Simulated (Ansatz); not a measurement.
**AlHO (singlet): wave-function methods side by side at distance O2–H3 = 1.554 Å, 6-31G**

How much of the correlation energy of AlHO (singlet) does each wave-function method recover here?

Method: 6-31G, core rule «outside noble gas», up to 6 orbitals frozen; program: Ansatz 0.2.0, Gaussian basis.

Plan: UHF; CCSD(T) on RHF; CCSD(T) on UHF; BCCD(T) on RHF; CISD; CCSDT(Q) on RHF; CCSDT(Q) on UHF; CISDTQ; CCSDTQ on RHF; CASSCF and MRCISD+Q, 2 electrons in 2 orbitals; CASSCF and NEVPT2, 2 electrons in 2 orbitals; Full CI.

29 further runs of the same task are left out: 16 for a known fault of the program, 8 that didn't finish, 5 set aside as unsound or not needed.

### 1 The system

The geometry derives from a PBE0/def2-TZVP stationary point (not a proven minimum). One bond is set to the value named and the two fragments are kept rigid.

3 atoms, charge 0, spin multiplicity 1.

Atoms are counted from 1 here; the program's logs count them from 0.

Bond lengths: Al1–O2 1.674 Å.

### 2 UHF

in.yaml

```yaml
crystal:
  periodic: [false, false, false]
  atoms:
    - {symbol: Al, position_ang: [0.000000, 0.000000, 1.634313]}
    - {symbol: O, position_ang: [0.000000, 0.000000, -0.040157]}
    - {symbol: H, position_ang: [0.000000, 0.000000, -1.594157]}
basis:
  gaussian: {orbitals: 6-31G}
magnetization: {spin_polarized: true, initial_magnetization: 0}
hamiltonian: {xc: hf}
output: {orbitals: {seedname: orbitals}}
```

Started as:

```console
ansatz run in.yaml --threads 1 --pin off --events-out ev --progress --plain --max-ram 2393MiB
```

The runs that follow: CCSD(T) on RHF; CCSD(T) on UHF; BCCD(T) on RHF; CISD; CCSDT(Q) on RHF; CCSDT(Q) on UHF; CISDTQ; CCSDTQ on RHF; CASSCF and MRCISD+Q, 2 electrons in 2 orbitals; CASSCF and NEVPT2, 2 electrons in 2 orbitals; Full CI.

**Question.** What will the summary of the whole plan be? Wanted: FCI below the RHF energy; RMP2 from FCI; UMP2 from FCI; RCCSD from FCI; RCCSD(T) from FCI; UCCSD(T) from FCI; RCCSDT(Q) from FCI; UCCSDT(Q) from FCI; NEVPT2 pair from FCI.

The runs gave:

| quantity | value |
| --- | --- |
| FCI below the RHF energy | -5.6099 eV |
| RMP2 from FCI | +14.25 kcal/mol |
| UMP2 from FCI | +28.35 kcal/mol |
| RCCSD from FCI | +5.22 kcal/mol |
| RCCSD(T) from FCI | +1.16 kcal/mol |
| UCCSD(T) from FCI | +1.75 kcal/mol |
| RCCSDT(Q) from FCI | -0.16 kcal/mol |
| UCCSDT(Q) from FCI | -0.16 kcal/mol |
| NEVPT2 pair from FCI | +11.42 kcal/mol |
| MRCISD+Q pair from FCI | +1.92 kcal/mol |
| levels within 1 kcal/mol (43 meV) | BCCD(T), RCCSDT, UCCSDT, RCCSDT(Q), UCCSDT(Q), RCCSDTQ |
| T1 diagnostic | 0.035 |
| effectively unpaired electrons | 0.20 |

In words: RCCSD(T) lands +1.16 kcal/mol from the yardstick (0.9 % of the correlation energy). CCSD(T) misses by +1.16 kcal/mol on the restricted determinant and by +1.75 kcal/mol on the unrestricted one; the two need not hold the same state or core. RCCSDT(Q), UCCSDT(Q) fall below full CI: unrestricted runs freeze a spin-polarised core, another one than full CI's, and coupled cluster isn't variational. The occupations show some static correlation. Of the multireference levels listed MRCISD+Q pair comes nearest in total energy (+1.92 kcal/mol), which doesn't show that its space is the better one. These misses are within one basis, not against nature.
